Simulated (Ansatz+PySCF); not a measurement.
A calculation with PySCF 2.14.0.

```python
from pyscf import gto, scf, mp

mol = gto.M(atom="""
C -0.009050 -0.046070 -1.476390
C 0.030110 -0.016730 -0.084730
C 0.029030 1.263860 0.636990
C -0.044600 -1.253200 0.691600
H 0.023680 -0.891340 -2.016330
H -0.044490 0.950020 -2.014010
H 0.041810 2.147070 0.057120
H -0.863260 1.360880 1.314380
H 0.837640 1.336250 1.323660
H -0.043600 -2.155640 0.057640
H 0.897990 -1.323490 1.384420
H -0.923280 -1.318950 1.366780
""", basis='def2-svp', charge=0, spin=0)
mf = scf.RHF(mol)
mf.kernel()
pt = mp.MP2(mf, frozen=4).run()
print(mf.e_tot, pt.e_corr, pt.e_tot)
```

The script is written out from the run's settings.

Output:

| Property | Result |
| --- | --- |
| Converged | yes |
| Reference energy | -155.97953 hartree |
| Correlation energy | -0.56512 hartree |
| Total energy | -156.54465 hartree |
